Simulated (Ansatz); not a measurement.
# SiH₂ (triplet): wave-function methods side by side at distance H1–H2 along a hydrogen transfer = 0.908 Å, cc-pVDZ

How much of the correlation energy of SiH₂ (triplet) does each wave-function method recover here?

The runs use Ansatz 0.2.0, Gaussian basis; cc-pVDZ, core rule «outside noble gas», up to 5 orbitals frozen.

The runs, in order: UHF; CCSD(T) on ROHF; CCSD(T) on UHF; BCCD(T) on ROHF; CISD; CCSDT(Q) on ROHF; CCSDT(Q) on UHF; CISDTQ; CASSCF and MRCISD+Q, 4 electrons in 4 orbitals; CASSCF and NEVPT2, 4 electrons in 4 orbitals; CASSCF and MRCISD+Q, 6 electrons in 6 orbitals; CASSCF and MRCISD+Q(relaxed), 6 electrons in 6 orbitals; CASSCF and NEVPT2, 6 electrons in 6 orbitals; Full CI.

5 further runs of the same task are left out: 1 for a mislabelled method, 3 that didn't finish, 1 set aside as unsound or not needed.

## (1) The geometry

The geometry derives from fragments relaxed apart (PBE0/def2-TZVP) and kept rigid, so it is no stationary point. A hydrogen atom is moved between rigid fragments.

3 atoms, charge 0, spin multiplicity 3.

Atoms are counted from 1 here; the program's logs count them from 0.

No contacts short enough for the rule that draws bonds.

Coordinates:

```xyz
3
H2Si
H     0.0000    0.0000   -1.2213
H     0.0000    0.0000   -0.3133
Si    0.0000    0.0000    1.5347
```

## (2) UHF

File in.yaml:

```yaml
crystal:
  periodic: [false, false, false]
  atoms:
    - {symbol: H, position_ang: [0.000000, 0.000000, -1.221333]}
    - {symbol: H, position_ang: [0.000000, 0.000000, -0.313333]}
    - {symbol: Si, position_ang: [0.000000, 0.000000, 1.534667]}
basis:
  gaussian: {orbitals: cc-pVDZ}
magnetization: {spin_polarized: true, initial_magnetization: 2}
hamiltonian: {xc: hf}
output: {orbitals: {seedname: orbitals}}
```

The run is started by

```sh
ansatz run in.yaml --threads 1 --pin off --events-out ev --progress --plain --max-ram 2393MiB
```

Further steps of the session: CCSD(T) on ROHF; CCSD(T) on UHF; BCCD(T) on ROHF; CISD; CCSDT(Q) on ROHF; CCSDT(Q) on UHF; CISDTQ; CASSCF and MRCISD+Q, 4 electrons in 4 orbitals; CASSCF and NEVPT2, 4 electrons in 4 orbitals; CASSCF and MRCISD+Q, 6 electrons in 6 orbitals; CASSCF and MRCISD+Q(relaxed), 6 electrons in 6 orbitals; CASSCF and NEVPT2, 6 electrons in 6 orbitals; Full CI.

Before running them: what should the planned runs give, taken together? Wanted: FCI below the RHF energy; RMP2 from FCI; UMP2 from FCI; RCCSD from FCI; RCCSD(T) from FCI; UCCSD(T) from FCI; RCCSDT(Q) from FCI; UCCSDT(Q) from FCI; NEVPT2 pair from FCI.

As calculated:

```
                         quantity                                                                                                                   value
         FCI below the RHF energy                                                                                                              -3.1048 eV
                    RMP2 from FCI                                                                                                         +19.23 kcal/mol
                    UMP2 from FCI                                                                                                         +19.06 kcal/mol
                   RCCSD from FCI                                                                                                          +1.68 kcal/mol
                RCCSD(T) from FCI                                                                                                          +0.44 kcal/mol
                UCCSD(T) from FCI                                                                                                          +0.42 kcal/mol
               RCCSDT(Q) from FCI                                                                                                          +0.01 kcal/mol
               UCCSDT(Q) from FCI                                                                                                          +0.01 kcal/mol
             NEVPT2 pair from FCI                                                                                                         +17.32 kcal/mol
           MRCISD+Q pair from FCI                                                                                                          -1.26 kcal/mol
          NEVPT2 valence from FCI                                                                                                         +13.45 kcal/mol
levels within 1 kcal/mol (43 meV)  RCCSD(T), UCCSD(T), BCCD(T), RCCSDT, UCCSDT, CISDTQ, RCCSDT(Q), UCCSDT(Q), MRCISD+Q valence, MRCISD+Q(relaxed) valence
                    T1 diagnostic                                                                                                                   0.023
   effectively unpaired electrons                                                                                                                    2.06
```

**Reading.** RCCSD(T) misses by +0.44 kcal/mol, 0.6 % of the correlation energy. MRCISD+Q pair, MRCISD+Q(relaxed) valence fall below full CI: the +Q correction isn't variational, and the cores differ from full CI's. One determinant dominates. Of the multireference levels listed MRCISD+Q valence comes nearest in total energy (-0.04 kcal/mol), which doesn't show that its space is the better one. These misses are within one basis, not against nature; the frozen cores of restricted and unrestricted runs differ, which can shift their rows.
